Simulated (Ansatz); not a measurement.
We consider hcp Zr, described by RPBE (Ansatz, a first-principles code, PAW).

Settings: plane-wave cutoff 520 eV, 24×24×12 k mesh (along the axes of the cell as run), Fermi–Dirac smearing 0.034 eV (set by the program), scalar-relativistic PAW data made under PBE.

Computed at the level's own relaxed cell.

### Question
Estimate the elastic constant C44, Poisson ratio, elastic constant C11, Voigt–Reuss–Hill shear modulus (Hill average), elastic constant C12, elastic constant C13, elastic constant C33 and elastic constant C66 that the calculation returns.

### Answer

- elastic constant C44 = 29.1 GPa
- Poisson ratio = 0.323
- elastic constant C11 = 140 GPa
- Voigt–Reuss–Hill shear modulus (Hill average) = 35.7 GPa
- elastic constant C12 = 61.4 GPa
- elastic constant C13 = 61.2 GPa
- elastic constant C33 = 156 GPa
- elastic constant C66 = 39.2 GPa

Measured, for comparison: elastic constant C44 36.3 GPa, elastic constant C11 155 GPa, elastic constant C12 67.2 GPa, elastic constant C13 64.6 GPa, elastic constant C33 172 GPa (4 K, zero-point motion not removed; as tabulated in Clouet (2012), arXiv:1210.1082). Computed (rounded) less measured: elastic constant C44 -20 %, elastic constant C11 -10 %, elastic constant C12 -9 %, elastic constant C13 -5 %, elastic constant C33 -9 %.

Elastic constants are with the ions relaxed.

The computed numbers hold no vibrational or temperature effects.

Computing time: about 30 core-minutes (a rough figure).
